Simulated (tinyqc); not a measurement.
Worked calculation: UHF in the sto-3g basis, for H2O+, spin multiplicity 2. One step of it, computed by the program tinyqc.

Question. Iteration 2: building the Fock matrix. J_ij = sum D_kl (ij|kl) with D = D(alpha) + D(beta), K_ij = sum D_kl (ik|jl) for each spin; F = H + J - K(s); E = tr D H + tr D J / 2 - 0.5 sum_s tr D(s) K(s) + E_nn.

D(alpha) after iteration 1, lower triangle:
```
            1O 1s      1O 2s    1O 2px     1O 2py    1O 2pz      2H 1s     3H 1s
1O 1s    1.044082
1O 2s   -0.177776   0.774484
1O 2px   0.000000   0.000000  1.000000
1O 2py   0.000000   0.000000  0.000000   0.590243
1O 2pz   0.044820  -0.207700  0.000000   0.000000  0.856881
2H 1s   -0.041920   0.098437  0.000000   0.219699  0.112455   0.130940
3H 1s   -0.041920   0.098437  0.000000  -0.219699  0.112455  -0.035980  0.130940
```

D(beta) after iteration 1, lower triangle:
```
            1O 1s      1O 2s    1O 2px     1O 2py    1O 2pz      2H 1s     3H 1s
1O 1s    1.042471
1O 2s   -0.169125   0.730855
1O 2px   0.000000   0.000000  0.000000
1O 2py   0.000000   0.000000  0.000000   0.575765
1O 2pz   0.047962  -0.220378  0.000000   0.000000  0.856986
2H 1s   -0.046071   0.114014  0.000000   0.223837  0.110573   0.142316
3H 1s   -0.046071   0.114014  0.000000  -0.223837  0.110573  -0.036799  0.142316
```

core Hamiltonian H = T + V (hartree), lower triangle:
```
             1O 1s      1O 2s     1O 2px     1O 2py     1O 2pz      2H 1s      3H 1s
1O 1s   -32.748287
1O 2s    -7.619284  -9.359487
1O 2px    0.000000   0.000000  -7.477779
1O 2py    0.000000   0.000000   0.000000  -7.650126
1O 2pz   -0.019197  -0.223757   0.000000   0.000000  -7.569240
2H 1s    -1.849323  -3.889308   0.000000  -2.132601  -1.626544  -5.167386
3H 1s    -1.849323  -3.889308   0.000000   2.132601  -1.626544  -1.649730  -5.167386
```

Two-electron integrals (ij|kl) in chemists' order, unique and non-zero (hartree):
```
(11|11) 4.785065    (21|11) 0.741380    (21|21) 0.136873    (22|11) 1.118947
(22|21) 0.256633    (22|22) 0.817206    (31|31) 0.024477    (32|31) 0.037809
(32|32) 0.180518    (33|11) 1.115814    (33|21) 0.256684    (33|22) 0.817023
(33|33) 0.880159    (41|41) 0.024477    (42|41) 0.037809    (42|42) 0.180518
(43|43) 0.047444    (44|11) 1.115814    (44|21) 0.256684    (44|22) 0.817023
(44|33) 0.785270    (44|44) 0.880159    (51|51) 0.024477    (52|51) 0.037809
(52|52) 0.180518    (53|53) 0.047444    (54|54) 0.047444    (55|11) 1.115814
(55|21) 0.256684    (55|22) 0.817023    (55|33) 0.785270    (55|44) 0.785270
(55|55) 0.880159    (61|11) 0.181592    (61|21) 0.033220    (61|22) 0.061809
(61|33) 0.061694    (61|41) 0.001231    (61|42) 0.002294    (61|44) 0.061926
(61|51) 0.000896    (61|52) 0.001671    (61|54) 0.000169    (61|55) 0.061817
(61|61) 0.008166    (62|11) 0.419962    (62|21) 0.097430    (62|22) 0.340958
(62|33) 0.335358    (62|41) 0.005873    (62|42) 0.043926    (62|44) 0.346128
(62|51) 0.004278    (62|52) 0.031999    (62|54) 0.007846    (62|55) 0.341073
(62|61) 0.024063    (62|62) 0.172737    (63|31) 0.010455    (63|32) 0.059906
(63|43) 0.009242    (63|53) 0.006733    (63|63) 0.025306    (64|11) 0.236778
(64|21) 0.055670    (64|22) 0.208111    (64|33) 0.198563    (64|41) 0.013415
(64|42) 0.085490    (64|44) 0.223536    (64|51) 0.002156    (64|52) 0.018637
(64|54) 0.011459    (64|55) 0.202006    (64|61) 0.014388    (64|62) 0.128071
(64|64) 0.119229    (65|11) 0.172487    (65|21) 0.040555    (65|22) 0.151604
(65|33) 0.144649    (65|41) 0.002156    (65|42) 0.018637    (65|44) 0.149375
(65|51) 0.012026    (65|52) 0.073483    (65|54) 0.012685    (65|55) 0.160622
(65|61) 0.010481    (65|62) 0.093297    (65|64) 0.068421    (65|65) 0.075149
(66|11) 0.543124    (66|21) 0.128049    (66|22) 0.511658    (66|33) 0.490794
(66|41) 0.010453    (66|42) 0.105911    (66|44) 0.531284    (66|51) 0.007615
(66|52) 0.077154    (66|54) 0.029496    (66|55) 0.512281    (66|61) 0.031946
(66|62) 0.318997    (66|64) 0.270304    (66|65) 0.196910    (66|66) 0.774606
(71|11) 0.181592    (71|21) 0.033220    (71|22) 0.061809    (71|33) 0.061694
(71|41) -0.001231   (71|42) -0.002294   (71|44) 0.061926    (71|51) 0.000896
(71|52) 0.001671    (71|54) -0.000169   (71|55) 0.061817    (71|61) 0.008036
(71|62) 0.023284    (71|64) 0.012668    (71|65) 0.010147    (71|66) 0.030504
(71|71) 0.008166    (72|11) 0.419962    (72|21) 0.097430    (72|22) 0.340958
(72|33) 0.335358    (72|41) -0.005873   (72|42) -0.043926   (72|44) 0.346128
(72|51) 0.004278    (72|52) 0.031999    (72|54) -0.007846   (72|55) 0.341073
(72|61) 0.023284    (72|62) 0.140999    (72|64) 0.071748    (72|65) 0.074036
(72|66) 0.215354    (72|71) 0.024063    (72|72) 0.172737    (73|31) 0.010455
(73|32) 0.059906    (73|43) -0.009242   (73|53) 0.006733    (73|63) 0.019999
(73|73) 0.025306    (74|11) -0.236778   (74|21) -0.055670   (74|22) -0.208111
(74|33) -0.198563   (74|41) 0.013415    (74|42) 0.085490    (74|44) -0.223536
(74|51) -0.002156   (74|52) -0.018637   (74|54) 0.011459    (74|55) -0.202006
(74|61) -0.012668   (74|62) -0.071748   (74|64) -0.016934   (74|65) -0.036780
(74|66) -0.095899   (74|71) -0.014388   (74|72) -0.128071   (74|74) 0.119229
(75|11) 0.172487    (75|21) 0.040555    (75|22) 0.151604    (75|33) 0.144649
(75|41) -0.002156   (75|42) -0.018637   (75|44) 0.149375    (75|51) 0.012026
(75|52) 0.073483    (75|54) -0.012685   (75|55) 0.160622    (75|61) 0.010147
(75|62) 0.074036    (75|64) 0.036780    (75|65) 0.058276    (75|66) 0.124155
(75|71) 0.010481    (75|72) 0.093297    (75|74) -0.068421   (75|75) 0.075149
(76|11) 0.165605    (76|21) 0.038733    (76|22) 0.145871    (76|33) 0.142682
(76|44) 0.145679    (76|51) 0.002737    (76|52) 0.023820    (76|55) 0.149101
(76|61) 0.009460    (76|62) 0.072317    (76|64) 0.046149    (76|65) 0.043909
(76|66) 0.135339    (76|71) 0.009460    (76|72) 0.072317    (76|74) -0.046149
(76|75) 0.043909    (76|76) 0.036288    (77|11) 0.543124    (77|21) 0.128049
(77|22) 0.511658    (77|33) 0.490794    (77|41) -0.010453   (77|42) -0.105911
(77|44) 0.531284    (77|51) 0.007615    (77|52) 0.077154    (77|54) -0.029496
(77|55) 0.512281    (77|61) 0.030504    (77|62) 0.215354    (77|64) 0.095899
(77|65) 0.124155    (77|66) 0.343744    (77|71) 0.031946    (77|72) 0.318997
(77|74) -0.270304   (77|75) 0.196910    (77|76) 0.135339    (77|77) 0.774606
```

nuclear repulsion = 9.41470476 hartree

Give: Coulomb J; exchange K(alpha); exchange K(beta); F(alpha); F(beta); total energy of this density.

Answer.

Coulomb J (hartree), lower triangle:
```
          1O 1s   1O 2s  1O 2px   1O 2py  1O 2pz   2H 1s   3H 1s
1O 1s   16.6232
1O 2s    3.1046  7.5877
1O 2px   0.0000  0.0000  7.5137
1O 2py   0.0000  0.0000  0.0000   7.6087
1O 2pz  -0.0062  0.0164  0.0000   0.0000  7.6174
2H 1s    0.7536  3.1312  0.0000   1.8998  1.3951  4.7083
3H 1s    0.7536  3.1312  0.0000  -1.8998  1.3951  1.3343  4.7083
```

exchange K(alpha) (hartree), lower triangle:
```
         1O 1s    1O 2s  1O 2px   1O 2py  1O 2pz   2H 1s   3H 1s
1O 1s   4.8840
1O 2s   0.8450   1.3323
1O 2px  0.0000   0.0000  1.1389
1O 2py  0.0000   0.0000  0.0000   1.0250
1O 2pz  0.0034  -0.0376  0.0000   0.0000  1.1074
2H 1s   0.2125   0.6009  0.0000   0.3486  0.2464  0.5787
3H 1s   0.2125   0.6009  0.0000  -0.3486  0.2464  0.2304  0.5787
```

exchange K(beta) (hartree), lower triangle:
```
         1O 1s    1O 2s  1O 2px   1O 2py  1O 2pz   2H 1s   3H 1s
1O 1s   4.8575
1O 2s   0.8069   1.1416
1O 2px  0.0000   0.0000  0.2550
1O 2py  0.0000   0.0000  0.0000   0.9690
1O 2pz  0.0031  -0.0433  0.0000   0.0000  1.0571
2H 1s   0.2019   0.5426  0.0000   0.3411  0.2386  0.5640
3H 1s   0.2019   0.5426  0.0000  -0.3411  0.2386  0.2134  0.5640
```

F(alpha) (hartree), lower triangle:
```
           1O 1s    1O 2s   1O 2px   1O 2py   1O 2pz    2H 1s    3H 1s
1O 1s   -21.0091
1O 2s    -5.3597  -3.1042
1O 2px    0.0000   0.0000  -1.1030
1O 2py    0.0000   0.0000   0.0000  -1.0664
1O 2pz   -0.0287  -0.1697   0.0000   0.0000  -1.0592
2H 1s    -1.3081  -1.3590   0.0000  -0.5814  -0.4779  -1.0378
3H 1s    -1.3081  -1.3590   0.0000   0.5814  -0.4779  -0.5458  -1.0378
```

F(beta) (hartree), lower triangle:
```
           1O 1s    1O 2s   1O 2px   1O 2py   1O 2pz    2H 1s    3H 1s
1O 1s   -20.9826
1O 2s    -5.3216  -2.9134
1O 2px    0.0000   0.0000  -0.2191
1O 2py    0.0000   0.0000   0.0000  -1.0104
1O 2pz   -0.0284  -0.1640   0.0000   0.0000  -1.0089
2H 1s    -1.2976  -1.3007   0.0000  -0.5739  -0.4701  -1.0231
3H 1s    -1.2976  -1.3007   0.0000   0.5739  -0.4701  -0.5289  -1.0231
```

total energy of this density = -74.573871 hartree

This density is a damped mixture and is not idempotent.
